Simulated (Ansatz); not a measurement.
## NH, triplet: up the ladder of correlation methods

Computed with Ansatz's Gaussian-basis code (development build); BCCD by scripts on PySCF. Nonrelativistic, 6-31G, 1 core orbital frozen. Perturbation and coupled-cluster methods stand on the Hartree–Fock determinant that coupled cluster favours; RHF here means ROHF, with semicanonical perturbation theory. The state met can change along the bond. A minimal or small basis: far from the basis limit. The unrestricted determinant is a mixture of spins, so it may stand for another state.

Correlation energy of CCSD(T), then each method's total less that of CCSD(T), in eV:

| case | E corr CCSD(T) | CCSD | BCCD | BCCD(T) | determinant |
| --- | --- | --- | --- | --- | --- |
| 0.932 Å RHF | -1.880 | +0.010 | +0.010 | 0.000 | – |
| 1.399 Å RHF | -2.516 | +0.029 | +0.030 | +0.001 | – |
| 1.761 Å RHF | -3.344 | +0.068 | +0.068 | +0.002 | – |
| 1.761 Å UHF | -1.578 | +0.043 | +0.051 | -0.003 | ⟨S²⟩ = 2.751 |
| 1.968 Å RHF | -3.974 | +0.096 | +0.094 | +0.003 | – |
| 1.968 Å UHF | -1.278 | +0.041 | +0.050 | -0.001 | ⟨S²⟩ = 2.870 |
| 2.486 Å RHF | -5.639 | +0.072 | +0.069 | 0.000 | 0.78 eV over the lowest such Hartree–Fock solution met |

**Question.** How far does full CI lie from CCSD(T) in each case, and where is CCSD(T) within 1 kcal/mol (0.043 eV)?

**Answer.** 0.932 Å RHF: -0.004 eV (within); 1.399 Å RHF: -0.013 eV (within); 1.761 Å RHF: -0.019 eV (within); 1.761 Å UHF: -0.024 eV (within, spin-contaminated determinant); 1.968 Å RHF: -0.015 eV (within); 1.968 Å UHF: -0.029 eV (within, spin-contaminated determinant); 2.486 Å RHF: -0.018 eV (within).

Several Brueckner solutions were met.
